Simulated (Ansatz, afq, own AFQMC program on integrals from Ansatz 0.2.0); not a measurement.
AFQMC on a folder of integrals that Ansatz 0.2.0 wrote.

```yaml
crystal:
  periodic: [false, false, false]
  atoms:
    - {symbol: Si, position_ang: [0.000000, 0.000000, 0.000000]}
    - {symbol: Mg, position_ang: [0.000000, 0.000000, 2.532400]}
basis:
  gaussian: {orbitals: cc-pVDZ}
magnetization: {spin_polarized: true, initial_magnetization: 2}
correlation: {method: ccsd_t, electrons: outside_noble_gas, hamiltonian_folder: ham}
```

```sh
$ ansatz run in.yaml --threads 1 --pin off --events-out ev --progress --plain --max-ram 1843MiB
```

afq runs on the folder ham with

```
--method phaseless --trial hf --walkers 180 --populations 1 --least-time 40 --time-step 0.005 --steps-per-block 20 --equilibration-blocks 112 --max-blocks 600 --target-error 0.00087 --factor-cut 1e-05 --start spin_pure --seed 7490 --taylor-order 6
```

Times are imaginary, in 1/Eh. The walk had a cap of 537 s.

Log:

```
orbitals 26  electrons 4 2  factors 180 of 349
reference energy -488.48346029 Eh
CCSD correlation -0.09545562 Eh in 16 cycles, weight of the determinant in the CISD state 0.7984
energy of the start -488.489971 Eh
 block  time / (1/Eh)  mean weight  energy / Eh
     1     0.100  0.9997  -488.500215
     2     0.200  1.0003  -488.510483
     3     0.300  1.0002  -488.517007
     4     0.400  1.0009  -488.525970
     5     0.500  1.0006  -488.531825
    10     1.000  1.0007  -488.557936
    86     8.600  1.0005  -488.588754
   171    17.100  0.9999  -488.588972
   188    18.800  1.0010  -488.606147
   256    25.600  1.0010  -488.590789
   341    34.100  1.0005  -488.588095
   426    42.600  0.9994  -488.589305
   460    46.000  1.0001  -488.569672
   511    51.100  1.0001  -488.576441
   596    59.600  0.9999  -488.586571
   681    68.100  0.9999  -488.586208
   698    69.800  0.9993  -488.598200
blocks merged  error / Eh  count
     1  0.000297  600
     2  0.000405  300
     4  0.000543  150
     8  0.000708  75
    16  0.000907  37
    32  0.000965  18
    64  0.000824  9
energy -488.588159 +/- 0.000965 Eh
(rows thinned)
```

The run passed its tests (sampling time, drift between the halves within three errors, error under three times the target), which doesn't prove that it has relaxed. The second half of the sampling lies above the first by 1.7 errors of their difference, so the energy may still be moving and its error bar be too small.

Against this walk (error 26.3 meV) on the same determinant: CCSD(T) 123.9 meV higher, CCSDT(Q) 39.2 meV higher (within the noise), full CI 38.9 meV higher (within the noise), a separate phaseless walk with a CISD trial and standard settings 51.0 ± 27.4 meV higher (within the noise). The error is statistical and leaves out the bias of the constraint. The determinant has ⟨S²⟩ = 2.72, so the low cluster orders mix in higher spin, while the walk starts as a pure triplet. The determinant is a poor start (see the cautions), so the low cluster orders aren't to be relied on, and full CI is the sure value.

Cautions: constraint bias not in the error; error above the target (26.3 against 23.7 meV); strong correlation (T1 0.084, weight of the determinant 0.80, largest double 0.18); unrestricted determinant spin contaminated (⟨S²⟩ 2.72 against 2.00).

The walk took 3.3 min on 1 thread of Intel(R) Xeon(R) Platinum 8259CL CPU @ 2.50GHz (Skylake/Cascade Lake), on a shared host. The log's last line is the phaseless energy.

CCSDT and higher add their correlation energy to the determinant of the CCSD(T) run, since their own runs factorise the integrals more tightly (a shift of under 2 meV). A walk keeps the symmetry of its determinant, which the program's search chose and which needn't be the lowest solution, so a lower state of the same spin and another symmetry isn't excluded.
